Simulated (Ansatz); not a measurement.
```yaml
crystal:
  periodic: [false, false, false]
  atoms:
    - {symbol: Ge, position_ang: [-2.450776, -0.379177, -0.002223]}
    - {symbol: C, position_ang: [-0.694442, -0.062455, 0.000600]}
    - {symbol: Si, position_ang: [1.037839, -0.285933, -0.001942]}
    - {symbol: H, position_ang: [2.107379, 0.727564, 0.003565]}
basis:
  gaussian: {orbitals: def2-TZVP}
magnetization: {spin_polarized: true, initial_magnetization: 1}
hamiltonian: {xc: pbe0}
relax: {f_tol: 0.004, max_steps: 80}
```

```sh
$ ansatz run in.yaml --threads 1 --pin off --events-out ev --progress --plain --max-ram 2176MiB
```

Steps of the relaxation (energy above the last step; positions in Å, forces in eV/Å):

```
4
step 1, 118.9 meV
Ge   -2.451   -0.379   -0.002    0.413    0.044    0.000
C    -0.694   -0.062    0.001    1.405    0.074   -0.001
Si    1.038   -0.286   -0.002   -1.974   -0.789   -0.004
H     2.107    0.728    0.004    0.156    0.670    0.004
```

```
4
step 2, 14.4 meV
Ge   -2.408   -0.345   -0.002    0.083    0.003    0.000
C    -0.655   -0.063    0.000    0.630    0.002    0.000
Si    1.034   -0.359   -0.002   -0.683   -0.172   -0.001
H     2.029    0.767    0.004   -0.030    0.168    0.001
```

```
4
step 3, 0.0 meV
Ge   -2.383   -0.323   -0.002   -0.035   -0.004    0.000
C    -0.628   -0.066    0.000   -0.006    0.008    0.000
Si    1.035   -0.397   -0.002    0.043    0.003    0.000
H     1.976    0.785    0.004   -0.003   -0.007    0.000
```

```
4
step 5, 0.0 meV
Ge   -2.385   -0.321   -0.001    0.001   -0.001    0.000
C    -0.627   -0.069    0.000   -0.002    0.002    0.000
Si    1.037   -0.397   -0.002    0.002   -0.001    0.000
H     1.976    0.787    0.004   -0.001    0.000    0.000
```

Close pairs at the end: Si3–H4 1.511 Å, C2–Si3 1.696 Å, Ge1–C2 1.775 Å.

A stationary point of unrestricted PBE0 after 5 steps, with ⟨S²⟩ = 0.767 against 0.75 for a pure state; no frequencies were run, so it isn't proven a minimum. 80 s on 1 thread of Arm Neoverse N1, shared host.
